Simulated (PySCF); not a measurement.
Species: C4H7F.
Atom-mapped SMILES: `[CH2:1]=[C:2]([CH3:3])[CH2:4][F:5]` (hydrogens: H6, H7 on C1; H8, H9, H10 on C3; H11, H12 on C4)

Structure used (PBE0-D3(BJ)/def2-SVP), in Å, numbered top down from 1:
```xyz
12
C4H7F angstrom
C      0.1194    1.1712   -1.0003
C      0.0416    0.1518   -0.1419
C      1.1228   -0.8676    0.0475
C     -1.1729   -0.0483    0.7140
F     -2.1445    0.8829    0.4765
H     -0.7052    1.8796   -1.0991
H      1.0044    1.3173   -1.6249
H      1.4480   -0.9182    1.1007
H      0.7715   -1.8781   -0.2234
H      2.0017   -0.6350   -0.5686
H     -1.5949   -1.0563    0.5359
H     -0.8919    0.0008    1.7834
```

Method used: core-valence-separated Tamm–Dancoff BHandHLYP/aug-pcX-1 (pcseg-1 on H) in PySCF, non-relativistic, gas phase, PBE0-D3(BJ)/def2-SVP geometry.

Computed fluorine K-edge spectrum, Gaussian lines of 0.6 eV full width, highest printed point 100; it ends one width below the last computed root. BHandHLYP without relativity tends to put these K edges a few eV too low, so spacings mean more than positions.

photon energy (eV), absorption and a bar:
```
    684.7          1 
    684.8          2 
    684.9          5 #
    685.0         12 ####
    685.1         26 ########
    685.2         45 ##############
    685.3         69 #####################
    685.4         90 ###########################
    685.5        100 ##############################
    685.6         96 #############################
    685.7         78 #######################
    685.8         55 ################
    685.9         34 ##########
    686.0         18 #####
    686.1         11 ###
    686.2         10 ###
    686.3         14 ####
    686.4         21 ######
    686.5         29 #########
    686.6         34 ##########
    686.7         34 ##########
    686.8         30 #########
    686.9         23 #######
    687.0         17 #####
    687.1         14 ####
    687.2         15 ####
    687.3         21 ######
    687.4         30 #########
    687.5         39 ############
    687.6         46 ##############
    687.7         48 ##############
```

Problem. Assign the maxima to core holes.

Solution. 2 maxima:
- 685.5 eV: F5 (alkyl fluorine), 685.52 eV, f = 0.025, 100 % of the height at the exact maximum
- 686.7 eV: F5 (alkyl fluorine), 686.65 eV, f = 0.008, 95 % of the height at the exact maximum

Further lines of some strength in the range: F5, 687.51 eV, f = 0.004.

Roots within 0.03 eV on the same or equivalent atoms count as one line; shares under 12 % aren't listed.

Vibrational structure and lifetime widths aren't in the curve. The ionisation threshold wasn't computed; near and above it a finite basis only mimics Rydberg series and continuum.

Cost: about 30 s of CPU time on one thread; the machine was shared, so the figure is rough.

One conformer stands for the species.
